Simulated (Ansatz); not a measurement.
# AlHO (singlet): the correlation ladder at distance Al1–O2 = 2.625 Å, 6-31G

One table from this session's results is given with a row withheld; the runs are named, their logs left out.

Program: Ansatz 0.2.0, Gaussian basis. Level of theory: 6-31G, core rule «outside noble gas», up to 6 orbitals frozen. These are calculated values, not measurements.

The runs, in order: UHF; CCSD(T) on RHF; BCCD(T) on RHF; CISD; CCSDT(Q) on RHF; CISDTQ; CCSDTQ on RHF; CASSCF and MRCISD+Q, 2 electrons in 2 orbitals; CASSCF and NEVPT2, 2 electrons in 2 orbitals; Full CI.

41 further runs of the same task are left out: 24 for a known fault of the program, 12 that didn't finish, 5 set aside as unsound or not needed.

## The system

The geometry derives from a PBE0/def2-TZVP stationary point (not a proven minimum). One bond is set to the value named and the two fragments are kept rigid.

3 atoms, charge 0, spin multiplicity 1.

Atoms are counted from 1 here; the program's logs count them from 0.

Bond lengths: O2–H3 0.950 Å.

The first run:

Contents of in.yaml:

```yaml
crystal:
  periodic: [false, false, false]
  atoms:
    - {symbol: Al, position_ang: [0.000000, 0.000000, 2.066679]}
    - {symbol: O, position_ang: [0.000000, 0.000000, -0.558321]}
    - {symbol: H, position_ang: [0.000000, 0.000000, -1.508357]}
basis:
  gaussian: {orbitals: 6-31G}
magnetization: {spin_polarized: true, initial_magnetization: 0}
hamiltonian: {xc: hf}
output: {orbitals: {seedname: orbitals}}
```

Run with:

```bash
ansatz run in.yaml --threads 1 --pin off --events-out ev --progress --plain --max-ram 2393MiB
```

Steps of the session up to this table: UHF; CCSD(T) on RHF; BCCD(T) on RHF; CISD; CCSDT(Q) on RHF; CISDTQ; CCSDTQ on RHF; CASSCF and MRCISD+Q, 2 electrons in 2 orbitals; CASSCF and NEVPT2, 2 electrons in 2 orbitals; Full CI.

One table of the session follows, with a row left open; its other results are not shown here.

```
       method  from FCI (kJ/mol)
          RHF             +483.7
         RMP2              +59.6
         CISD              +57.1
        RCCSD              +19.9
     RCCSD(T)               +3.6
      BCCD(T)               +3.1
       RCCSDT               +3.3
       CISDTQ               +3.9
    RCCSDT(Q)               -7.7
      RCCSDTQ                  ?
  CASSCF pair             +429.8
  NEVPT2 pair              +58.8
  MRCISD pair              +48.6
MRCISD+Q pair               +9.2
          FCI                  0
```

Estimate the missing values for RCCSDTQ.

The run gave: from FCI (kJ/mol): -0.2. In the column «from FCI (kJ/mol)» it lies between RCCSDT(Q) (-7.7) and FCI (0).

Caveats from the session: RCCSDT(Q), RCCSDTQ fall below full CI, which methods that aren't variational can do.
